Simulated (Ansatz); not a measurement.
CH₂N⁺, singlet: from triple and quadruple zeta to the limit

```xyz
4

N     0.0000    0.0000    0.6600
C     0.0000    0.0000   -0.5768
H     0.0000   -0.9374   -1.1497
H     0.0000    0.9373   -1.1497
```

Connectivity, by distances: N–CH2.

Ansatz 0.2.0, RHF determinant, valence electrons correlated. Energies in eV.

```json
{"set": "def2-TZVPP", "X": "3", "functions": "90", "Hartree–Fock": "-2533.1161", "MP2 correlation": "-8.2192", "CCSD(T) correlation": "-9.5128", "time": "2.9 s on 1 × NVIDIA H100 80GB HBM3 with 1 thread of AMD EPYC 7R13 Processor (Zen 3) (shared host)"}
{"set": "def2-QZVPP", "X": "4", "functions": "174", "Hartree–Fock": "-2533.2247", "MP2 correlation": "-8.7879", "CCSD(T) correlation": "-10.0098", "time": "3.9 s on 1 × NVIDIA H100 80GB HBM3 with 1 thread of AMD EPYC 7R13 Processor (Zen 3), with other jobs on the host"}
```

Hartree–Fock is taken to follow E(X) = E∞ + A·exp(−7.88·√X), correlation E(X) = E∞ + B·X^−2.97.

Cautions: strong correlation; restricted determinant unstable towards unrestricted.

**Question.** Work out the CCSD(T) energy at the limit, and how far the shortcut misses it that extrapolates MP2 and adds CCSD(T) minus MP2 from the smaller set.

**Answer.** Hartree–Fock: E∞ = E4 + 0.1377·(E4 − E3) = -2533.2397. Correlation: E∞ = E4 + 0.7407·(E4 − E3) = -10.3780 for CCSD(T) and -9.2091 for MP2. The limit is -2543.6177 eV, 0.383 eV below def2-QZVPP. The shortcut gives a correlation energy of -9.2091 + (-1.2936) = -10.5027, 125 meV lower than the direct value.
